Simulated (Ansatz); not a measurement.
Relaxation of CH6NSi (9 atoms, charge 1, multiplicity 1), to a largest force component of 0.015 eV/Å in at most 40 steps.

Theory: RKS r2SCAN-D4/def2-SVP in Ansatz.

```xyz
9
Properties=species:S:1:pos:R:3:forces:R:3
C -0.329 0.376 -1.150 -0.06 -0.16 0.06
N 0.305 0.388 0.176 -0.16 -0.43 0.18
Si 0.227 -0.757 1.391 0.17 0.83 -0.64
H -0.010 -0.493 -1.723 0.14 -0.29 -0.21
H -1.414 0.353 -1.060 -0.38 0.03 0.04
H -0.048 1.271 -1.696 0.12 0.30 -0.14
H 0.850 1.236 0.320 0.19 0.08 0.31
H -0.557 -1.953 1.159 -0.26 -0.39 -0.09
H 0.977 -0.421 2.583 0.24 0.03 0.48
```

Where does it end, and by what steps?

The forces met the threshold. Limits of this set-up: the dipole of an ion depends on the origin. After 11 steps the energy has fallen by 0.123 eV; H4 moved furthest, 0.72 Å.

```json
{"step": "0", "energy less start (eV)": "0.0000", "largest force component (eV/Å)": "0.830", "accepted": "yes"}
{"step": "1", "energy less start (eV)": "-0.0293", "largest force component (eV/Å)": "0.338", "accepted": "yes"}
{"step": "2", "energy less start (eV)": "-0.0341", "largest force component (eV/Å)": "0.033", "accepted": "yes"}
{"step": "3", "energy less start (eV)": "-0.0432", "largest force component (eV/Å)": "0.132", "accepted": "yes"}
{"step": "4", "energy less start (eV)": "-0.0494", "largest force component (eV/Å)": "0.047", "accepted": "yes"}
{"step": "5", "energy less start (eV)": "-0.0513", "largest force component (eV/Å)": "0.645", "accepted": "yes"}
{"step": "6", "energy less start (eV)": "-0.0959", "largest force component (eV/Å)": "0.481", "accepted": "yes"}
{"step": "7", "energy less start (eV)": "-0.1212", "largest force component (eV/Å)": "0.077", "accepted": "yes"}
{"step": "8", "energy less start (eV)": "-0.1216", "largest force component (eV/Å)": "0.148", "accepted": "yes"}
{"step": "9", "energy less start (eV)": "-0.1198", "largest force component (eV/Å)": "0.171", "accepted": "no"}
{"step": "10", "energy less start (eV)": "-0.1233", "largest force component (eV/Å)": "0.017", "accepted": "yes"}
{"step": "11", "energy less start (eV)": "-0.1233", "largest force component (eV/Å)": "0.004", "accepted": "yes"}
```

```xyz
9
Properties=species:S:1:pos:R:3
C -0.365 0.381 -1.141
N 0.158 0.446 0.230
Si 0.368 -0.780 1.324
H -0.632 -0.652 -1.398
H -1.258 1.018 -1.226
H 0.399 0.743 -1.846
H 0.421 1.394 0.520
H -0.012 -2.137 0.897
H 0.919 -0.413 2.639
```

The run took 49 s on 1 thread of Arm Neoverse V1, with other jobs on the host, peak memory 0.15 GiB.
